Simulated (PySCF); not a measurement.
**One shape, several levels: PO2 (phosphorus dioxide)**

Wanted: a comparison of 3 runs (UHF/6-311+G**, UHF/TZP, UOPBE/TZV) of PO2 (phosphorus dioxide). Input form: a Python script.

Program for the calculation: PySCF 2.14.0.

1 further run of the same task is left out (set aside as unsound or not needed).

### 1 The molecule

PO2: 3 atoms, total charge 0, spin state doublet. As SMILES, `[O]P=O`. The shape is that of a GFN2-xTB optimisation.

Bond lengths: O1–P2 1.464 Å, P2–O3 1.464 Å. Angles: O1–P2–O3 123.4°.

### 2 Energy and gradient at UHF/6-311+G(d,p) (sfX2C, COSMO toluene) (run 1)

job.py

```python
from pyscf import gto, scf, solvent

mol = gto.M(
    atom='O 0.331710 1.226310 0.317670; P -0.403940 0.077030 -0.212130; O 0.072230 -1.303340 -0.105540',
    verbose=3,
    max_memory=1860,
    spin=1,
    basis='6-311+g**',
)

myscf = scf.UHF(mol)
myscf = myscf.x2c()
myscf = myscf.PCM()
myscf.with_solvent.method = 'COSMO'
myscf.with_solvent.eps = 2.3741  # toluene
myscf.max_cycle = 100
myscf.kernel()
if not myscf.converged:
    myscf = myscf.newton().run(myscf.mo_coeff, myscf.mo_occ)

energy = myscf.e_tot
print('E = %.10f Eh' % energy)
grad = myscf.nuc_grad_method().kernel()
```

Command:

```sh
$ OMP_NUM_THREADS=1 python job.py
```

Log:

```text
WARN: PCM is an experimental feature. It is still in testing.
Features and APIs may be changed in the future.

converged SCF energy = -491.335557566023  <S^2> = 0.77643398  2S+1 = 2.0262616
E = -491.3355575660 Eh
--------------- PCMsfX2C1eUHF (+PCM) gradients ---------------
         x                y                z
0 O     0.0215533022     0.0060808306     0.0124558167
1 P    -0.0411325655     0.0080457119    -0.0215831692
2 O     0.0195792633    -0.0141265425     0.0091273525
----------------------------------------------
```

Run time: 7.5 s. Hardware: 1 thread of Arm Neoverse V2, shared host; peak memory 0.25 GiB.

### 3 Energy and gradient at UHF/TZP (sfX2C, COSMO toluene) (run 2)

calc.py

```python
# phosphorus dioxide
import pyscf.grad
from pyscf import gto, solvent

mol = gto.M(
    atom='''
O      0.331710     1.226310     0.317670
P     -0.403940     0.077030    -0.212130
O      0.072230    -1.303340    -0.105540
''',
    spin=1,
    basis='tzp',
    charge=0,
    max_memory=1860,
    verbose=3,
)

calc0 = mol.UHF()
calc0 = calc0.x2c()
calc0 = calc0.PCM()
calc0.with_solvent.method = 'COSMO'
calc0.with_solvent.eps = 2.3741
calc0.conv_tol = 1e-11
calc0.max_cycle = 100
calc0.kernel()
if not calc0.converged:
    calc0 = calc0.newton().run(calc0.mo_coeff, calc0.mo_occ)

e_final = calc0.e_tot
print(f'total energy: {e_final:.8f} hartree')
grad = calc0.Gradients().kernel()
```

Command:

```sh
$ OMP_NUM_THREADS=1 python calc.py
```

Log:

```text
WARN: PCM is an experimental feature. It is still in testing.
Features and APIs may be changed in the future.

converged SCF energy = -491.396144439038  <S^2> = 0.77880348  2S+1 = 2.028599
total energy: -491.39614444 hartree
--------------- PCMsfX2C1eUHF (+PCM) gradients ---------------
         x                y                z
0 O     0.0224025654     0.0080898431     0.0131429987
1 P    -0.0423952823     0.0082919125    -0.0222459825
2 O     0.0199927169    -0.0163817556     0.0091029837
----------------------------------------------
```

Run time: 17 s. Hardware: 1 thread of Arm Neoverse V2, shared host; peak memory 0.39 GiB.

### 4 The energy at UOPBE/TZV (run 3)

job.py

```python
from pyscf import gto, dft

system = gto.M(
    atom='''
O      0.626841     2.317390     0.600309
P     -0.763336     0.145566    -0.400868
O      0.136495    -2.462956    -0.199442
''',
    max_memory=1860,
    unit='bohr',
    verbose=3,
    basis='tzv',
    spin=1,
)

calc0 = dft.UKS(system, xc='opbe')
calc0.max_cycle = 100
calc0.kernel()

etot = calc0.e_tot
print('E(%s) = %.9f' % ('OPBE', etot))
```

Command:

```sh
$ OMP_NUM_THREADS=1 python job.py
```

Log:

```text
converged SCF energy = -491.588912554672  <S^2> = 0.75173289  2S+1 = 2.0017321
E(OPBE) = -491.588912555
```

Run time: 2.5 s. Hardware: 1 thread of Arm Neoverse V2, shared host; peak memory 0.2 GiB.

### 5 All runs side by side

```csv
run,level,SCF convergence threshold,task,energy (Eh),dipole moment (D),HOMO energy (eV),LUMO energy (eV),wall time
1,"UHF/6-311+G** (sfX2C, COSMO toluene)",1e-09,gradient,-491.335558,3.20,-13.33,-1.56,7.5 s
2,"UHF/TZP (sfX2C, COSMO toluene)",1e-11,gradient,-491.396144,2.98,-13.30,-1.03,17 s
3,UOPBE/TZV,1e-09,energy,-491.588913,1.75,-7.51,-6.38,2.5 s
```

### 6 Summary of results

| quantity | value |
| --- | --- |
| run 3: total energy | -491.58891 Eh |
| run 3: dipole moment | 1.75 D |
| run 3: HOMO energy (highest over α and β) | -7.51 eV |
| run 3: LUMO energy (lowest over α and β) | -6.38 eV |
| run 3: ⟨S²⟩ | 0.752 |

The dipole moment (its size) runs from 1.75 D (UOPBE/TZV) to 3.20 D (UHF/6-311+G**). The two ends differ in method and basis and solvent and Hamiltonian. Some runs of one species differ in core potentials or relativity; totals across that change don't compare. All runs together took 27 s, the longest 17 s.
